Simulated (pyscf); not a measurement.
H₂N–B=O + H₂ → HB=O + NH₃, a four-centre exchange (singlet surface; B–N, H–H broken, B–H, H–N formed). Single points on ωB97X-D3(BJ)/def2-SVP structures (PySCF, gas phase). Energies in kcal/mol from the separated reactants.

Small-basis levels: PySCF, no dispersion term, spherical d functions. Cost: rough CPU time at the saddle relative to B3LYP/6-31G*, from one job on a shared machine.

```
level                   barrier  reaction energy  cost
----------------------  -------  ---------------  ----
HF/STO-3G                  85.5             +7.7  0.07
HF/6-31G*                  71.8             +9.6  0.09
PBE/6-31G*                 44.5            +13.3     1
B3LYP/3-21G                50.4            +23.9   0.8
B3LYP/6-31G*               53.5            +12.5     1
M06-2X/6-31G*              53.4            +13.8     3
PBE/def2-SVP               39.3            +14.7     1
ωB97M-D3(BJ)/def2-TZVP     51.0            +11.2     –
```

Against the last row the barrier runs from -11.7 (PBE/def2-SVP) to +34.5 kcal/mol (HF/STO-3G). ωB97M-D3(BJ)/def2-TZVP has limits of its own. On the product side the descent ends in an adduct with a B–N contact (not fully relaxed), 8.2 kcal/mol under the separated species and 48.4 kcal/mol under the saddle at ωB97X-D3(BJ)/def2-TZVP. What is counted as broken (B–N) persists as a longer contact in the product adduct; parting that adduct is a step of its own. At the saddle there is also a short B–H contact that neither side keeps. This is the saddle that the search found; another between the same sides may lie lower.
